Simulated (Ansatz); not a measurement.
Si₃H₄. Charge 0, multiplicity 5. Geometry PBE0-D4/def2-TZVP; atoms count from 1.

```xyz
7

Si    1.646    0.205   -1.226
Si   -0.278   -1.456    1.449
Si   -0.349    0.292   -0.062
H     1.735    0.524   -2.683
H    -0.534    1.555    0.713
H    -0.754   -1.303    2.857
H    -1.465    0.183   -1.048
```

At PBE0-D4/def2-TZVP a singlet of charge 0 lies 2.51 eV below the quintet, each at its own geometry. The structure comes from a short search, and lower isomers may exist.

Problem. Estimate the Mulliken populations from the PBE0/def2-TZVP orbitals of Ansatz.

Solution. 
```json
{"atom": "Si1", "charge (e)": "-0.06", "spin (α − β)": "1.79"}
{"atom": "Si2", "charge (e)": "-0.06", "spin (α − β)": "1.79"}
{"atom": "Si3", "charge (e)": "0.04", "spin (α − β)": "0.22"}
{"atom": "H4", "charge (e)": "0.03", "spin (α − β)": "0.04"}
{"atom": "H5", "charge (e)": "0.01", "spin (α − β)": "0.07"}
{"atom": "H6", "charge (e)": "0.03", "spin (α − β)": "0.04"}
{"atom": "H7", "charge (e)": "0.01", "spin (α − β)": "0.06"}
```
Mulliken values depend strongly on the basis.

Problem. Where does the spin sit?

Solution. Summed by element: Si 3.80, H 0.20, of 4 unpaired in all. Largest on single atoms: Si1 1.79, Si2 1.79, Si3 0.22.

Problem. And the Mayer bond orders between heavy atoms (over 0.3)?

Solution. Si1–Si3 1.06 (2.31 Å); Si2–Si3 1.06 (2.31 Å).
